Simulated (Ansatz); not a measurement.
**Graphite**

Method: PBE0-D4 (Ansatz, an electronic-structure program, plane waves, PAW).

Run with plane-wave cutoff 500 eV, 12×12×4 k mesh (along the axes of the cell as run), Fermi–Dirac smearing 0.05 eV, scalar-relativistic PAW data made under PBE.

Cell (relaxed at this level):

```yaml
crystal:
  lattice:
    - [2.44344, 0.00000, 0.00000]
    - [-1.22172, 2.11608, 0.00000]
    - [0.00000, 0.00000, 6.58277]
  atoms:
    - { symbol: C, position: [0.00000, 0.00000, 0.25000] }
    - { symbol: C, position: [0.00000, 0.00000, 0.75000] }
    - { symbol: C, position: [0.33333, 0.66667, 0.25000] }
    - { symbol: C, position: [0.66667, 0.33333, 0.75000] }
```

| Property | Result |
|---|---|
| equilibrium volume per atom | 8.51 Å³/atom |
| lattice constant a | 2.443 Å |
| lattice parameter c | 6.583 Å |

Measured, for comparison: lattice constant a 2.461 Å (300 K, not corrected to a static lattice, our sources range from 2.456 to 2.461; as tabulated in Wikipedia's data pages); lattice parameter c 6.67 Å (low temperature, zero-point motion not removed; as tabulated in Berland et al. (2010), arXiv:1007.3305). Computed (rounded) less measured: lattice constant a -0.7 % (-0.5 % to -0.7 % over the range), lattice parameter c -1.3 %. A static lattice is as a rule a little smaller and stiffer than an uncorrected measurement, which narrows the difference in the lattice constant a and would widen misses of the other sign.

Note: exact exchange on metals is sensitive to the k mesh and can open a false gap.

The computed numbers hold no vibrational or temperature effects.

It cost roughly 9 core-minutes of CPU time.
